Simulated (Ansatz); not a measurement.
# Si2N+ (quintet): wave-function methods side by side, cc-pVDZ

The task here is to estimate one member of a computed series from the others.

Method: cc-pVDZ, core rule «outside noble gas», up to 11 orbitals frozen; program: Ansatz 0.2.0, Gaussian basis.

To be run: UHF; CCSD(T) on ROHF; CCSD(T) on UHF; BCCD(T) on ROHF; CISD as a restricted active space (open shells left free, so some higher excitations enter); CCSDT(Q) on ROHF; CCSDT(Q) on UHF; CASSCF and MRCISD+Q, 10 electrons in 11 orbitals; CASSCF and NEVPT2, 10 electrons in 11 orbitals.

22 further runs of the same task are left out: 1 for a known fault of the program, 10 that didn't finish, 11 set aside as unsound or not needed. Runs told in other sessions of the task aren't counted.

**What is computed**

The geometry is a PBE0/def2-TZVP stationary point (not a proven minimum) of the parent state, kept for this charge and spin.

3 atoms, charge 1, spin multiplicity 5.

Atoms are counted from 1 here; the program's logs count them from 0.

Bond lengths: N1–Si2 1.661 Å, Si2–Si3 2.244 Å. Angles: N1–Si2–Si3 180.0°.

The first run:

File in.yaml:

```yaml
crystal:
  periodic: [false, false, false]
  atoms:
    - {symbol: N, position_ang: [0.000000, 0.000000, -1.854900]}
    - {symbol: Si, position_ang: [0.000000, 0.000000, -0.194400]}
    - {symbol: Si, position_ang: [0.000000, 0.000000, 2.049300]}
basis:
  gaussian: {orbitals: cc-pVDZ}
total_charge: 1
magnetization: {spin_polarized: true, initial_magnetization: 4}
hamiltonian: {xc: hf}
output: {orbitals: {seedname: orbitals}}
```

Command:

```bash
> ansatz run in.yaml --threads 1 --pin off --events-out ev --progress --plain --max-ram 2393MiB
```

Among the steps run: UHF; CCSD(T) on ROHF; CCSD(T) on UHF; BCCD(T) on ROHF; CISD as a restricted active space (open shells left free, so some higher excitations enter); CCSDT(Q) on ROHF; CCSDT(Q) on UHF; CASSCF and MRCISD+Q, 10 electrons in 11 orbitals; CASSCF and NEVPT2, 10 electrons in 11 orbitals.

One table of the session follows, with a row left open; its other results are not shown here.

It belongs to the step «Misses and costs». 

```
          method  from RCCSDT(Q) (kJ/mol)
            ROHF                   +725.7
             UHF                   +696.5
            RMP2                   +149.4
            UMP2                        ?
            CISD                    +98.7
           RCCSD                    +36.1
           UCCSD                    +35.5
        RCCSD(T)                     +8.6
        UCCSD(T)                     +8.8
         BCCD(T)                     +8.7
          RCCSDT                     +2.4
          UCCSDT                     +2.3
       RCCSDT(Q)                        0
       UCCSDT(Q)                     -0.2
  CASSCF valence                   +513.0
  NEVPT2 valence                   +101.8
  MRCISD valence                    +45.3
MRCISD+Q valence                     +3.9
```

Q: Estimate the row for UMP2 from the others.

As computed: from RCCSDT(Q) (kJ/mol): +153.1. In the column «from RCCSDT(Q) (kJ/mol)» it lies between RMP2 (+149.4) and CASSCF valence (+513.0).

Caveats from the session: Restricted and unrestricted rows rest on different reference determinants; a gap between their highest levels can come from leftover correlation error, from unlike frozen cores or from another state.
